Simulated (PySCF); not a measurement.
Species: C4H4S2.
SMILES: `Sc1cccs1`

Torsions of this conformer, `[SH:1][c:2]1[cH:3][cH:4][cH:5][s:6]1`: H–S1–C2–C3 -104°.

The closed-shell ground state was solved at several levels (PySCF, density fitting, gas phase, non-relativistic). Geometry: PBE0-D3(BJ)/def2-TZVP, one conformer, isolated molecule.

```json
{"level": "B97-2/pcSseg-2", "basis functions": "286", "total energy (Eh)": "-951.2965", "HOMO (eV)": "-6.69", "LUMO (eV)": "-0.99", "gap (eV)": "5.70", "dipole (D)": "1.56"}
{"level": "KT3/pcSseg-2", "basis functions": "286", "total energy (Eh)": "-959.5294", "HOMO (eV)": "-5.89", "LUMO (eV)": "-1.76", "gap (eV)": "4.13", "dipole (D)": "1.48"}
{"level": "wB97X-D/pcSseg-2", "basis functions": "286", "total energy (Eh)": "-951.2336", "HOMO (eV)": "-8.71", "LUMO (eV)": "0.77", "gap (eV)": "9.48", "dipole (D)": "1.59"}
```

(1) Estimate the row for PBE0/pcSseg-2, a basis of 286 functions; the other rows only guide the guess.

(2) Over all these levels, which gives the widest orbital gap and which the narrowest?

(3) In the pcSseg-2 basis, how does the gap go with the fixed share of exact exchange?

(4) How far do the dipole and the HOMO energy spread over the levels?

Answers

(1) Total energy -950.8355 Eh, HOMO -6.94 eV, LUMO -0.95 eV, gap 5.99 eV, dipole 1.56 D.

(2) wB97X-D/pcSseg-2 (range-separated hybrid) has the widest, 9.48 eV, and KT3/pcSseg-2 (GGA) the narrowest, 4.13 eV. From the narrowest to the widest the HOMO moves by -2.82 eV and the LUMO by +2.53 eV.

(3) KT3 (0 %) 4.13 eV; B97-2 (21 %) 5.70 eV; PBE0 (25 %) 5.99 eV. Each rise in the share widens the gap here.

(4) The dipole runs from 1.48 to 1.59 D (mean 1.55 D) and the HOMO from -8.71 to -5.89 eV.

wB97X-D is run here without its empirical dispersion term; that term would change no orbital, density or response property at a fixed geometry.
